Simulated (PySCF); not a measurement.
Predicted microwave data (wB97X-D/def2-SVPD in PySCF (dipole) on a GFN2-xTB geometry, gas phase) for one isomer of C4H8O2:

* Rotational constants: A = 6575, B = 3474, C = 2671 MHz
* Dipole components: |μa| = 0.78 D, |μb| = 0.78 D, |μc| = 1.05 D
* Inertial defect: -33.11 u·Å²
* κ: -0.59

Question: Which structure is it? (One computed conformer of each.)
A. `[CH3:1][CH:2]([CH3:3])[O:4][CH:5]=[O:6]` with C1–C2–O4–C5 -83°, C2–O4–C5–O6 0° (isopropyl formate)
B. `[CH3:1][C@H:2]1[CH2:3][O:4][CH2:5][O:6]1` with C1–C2–C3–O4 107°, C2–C3–O4–C5 30°, C3–O4–C5–O6 -38°, O4–C5–O6–C2 30° (4-methyl-1,3-dioxolane)

Answer: B. It is C[C@H]1COCO1, an asymmetric top, point group C1. The candidates at the same level (rigid rotor, commonest isotopes):

```tsv
SMILES	A (MHz)	B (MHz)	C (MHz)	μa (D)	μb (D)	μc (D)	Δ (u·Å²)	point group	rotor
CC(C)OC=O	6519	2510	2106	2.14	0.56	0.68	-38.92	C1	asymmetric top
C[C@H]1COCO1	6575	3474	2671	0.78	0.78	1.05	-33.11	C1	asymmetric top
```

`CC(C)OC=O` has B 28 % too low. No structure here is proved a minimum.
